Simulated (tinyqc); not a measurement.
Harmonic frequencies on the UHF/sto-3g surface (energies and gradients from PySCF), for OH+, spin multiplicity 3, step by step. One step of it, computed by the program tinyqc.

Task: Normal modes. Diagonalise H_ij / sqrt(m_i m_j); the 5 smallest eigenvalues belong to translations and rotations; wavenumber = sqrt(eigenvalue / 1822.888) x 219474.63; each mode has its largest component positive (the first on a tie); zero-point energy = sum of wavenumbers / 2, with 349.755 1/cm per kcal/mol.

Hessian (symmetrised) (hartree/bohr^2), lower triangle:
```
             1Ox          1Oy          1Oz         2Hx         2Hy         2Hz
1Ox   0.00000335
1Oy   0.00000000   0.00000335
1Oz   0.00000000   0.00000000   0.42396453
2Hx  -0.00000335   0.00000000   0.00000000  0.00000335
2Hy   0.00000000  -0.00000335   0.00000000  0.00000000  0.00000335
2Hz   0.00000000   0.00000000  -0.42396453  0.00000000  0.00000000  0.42396453
```

masses (u): 1O 15.994915, 2H 1.007825

Give: eigenvalues of the mass-weighted Hessian; harmonic wavenumbers of the vibrations; mass-weighted modes; zero-point energy.

Result:

eigenvalues of the mass-weighted Hessian (hartree/(bohr^2 u)): 0.0000  0.0000  0.0000  0.0000  0.0000  0.4472

harmonic wavenumbers of the vibrations (1/cm): 3437.5

mass-weighted modes:
```
      mode 1
1Ox   0.0000
1Oy   0.0000
1Oz  -0.2435
2Hx   0.0000
2Hy   0.0000
2Hz   0.9699
```

zero-point energy = 4.9142 kcal/mol
